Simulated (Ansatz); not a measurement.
Geometry optimisation, RKS PBE/6-31G* (Ansatz 0.2.0).

input.yaml

```yaml
crystal:
  periodic: [false, false, false]
  atoms:
    - { symbol: C, position_ang: [-1.6813, 0.0833, 0.2187] }
    - { symbol: "N", position_ang: [-0.4996, -0.5584, -0.1669] }
    - { symbol: C, position_ang: [0.6075, 0.2205, 0.1927] }
    - { symbol: "N", position_ang: [1.7907, -0.6981, 0.1676] }
    - { symbol: O, position_ang: [0.8984, 1.167, -0.7871] }
    - { symbol: H, position_ang: [-1.8071, 1.1323, -0.2601] }
    - { symbol: H, position_ang: [-2.56, -0.4635, -0.1219] }
    - { symbol: H, position_ang: [-1.7701, 0.2537, 1.287] }
    - { symbol: H, position_ang: [-0.4674, -0.5792, -1.1408] }
    - { symbol: H, position_ang: [0.5672, 0.6862, 1.2184] }
    - { symbol: H, position_ang: [1.4408, -1.4515, 0.8371] }
    - { symbol: H, position_ang: [1.6925, -1.1483, -0.7235] }
    - { symbol: H, position_ang: [1.8087, 1.3213, -0.7063] }
basis:
  gaussian: { orbitals: "6-31G*" }
hamiltonian:
  xc: pbe
relax:
  f_tol: 0.015
  max_steps: 40
```

Command:

```bash
$ ansatz run input.yaml --threads 1 --pin off --max-ram 2048MiB --backend cpu --events-out ev --progress --plain --runs-dir out
```

Task: Where does it end, and by what steps?

Result: The run converged. After 10 steps the energy has fallen by 0.742 eV; H9 moved furthest, 0.31 Å.

| step | energy less start (eV) | largest force component (eV/Å) | accepted |
| --- | --- | --- | --- |
| 0 | 0.0000 | 3.117 | yes |
| 1 | -0.6234 | 1.225 | yes |
| 2 | -0.7128 | 0.541 | yes |
| 3 | -0.7232 | 0.118 | yes |
| 4 | -0.7347 | 0.099 | yes |
| 5 | -0.7382 | 0.227 | yes |
| 6 | -0.7337 | 0.483 | no |
| 7 | -0.7415 | 0.070 | yes |
| 8 | -0.7370 | 0.251 | no |
| 9 | -0.7424 | 0.023 | yes |
| 10 | -0.7424 | 0.010 | yes |

```xyz
13
Properties=species:S:1:pos:R:3
C -1.784 0.229 0.155
N -0.583 -0.587 -0.071
C 0.656 0.106 0.212
N 1.846 -0.731 0.123
O 0.822 1.194 -0.702
H -1.829 1.157 -0.450
H -2.679 -0.379 -0.057
H -1.822 0.516 1.221
H -0.554 -0.871 -1.060
H 0.584 0.474 1.259
H 1.738 -1.526 0.766
H 1.886 -1.129 -0.826
H 1.738 1.512 -0.554
```

Whether the end is a true minimum wasn't checked by a vibrational analysis.

Time of the run: 41 s on 1 CPU thread of a shared host.
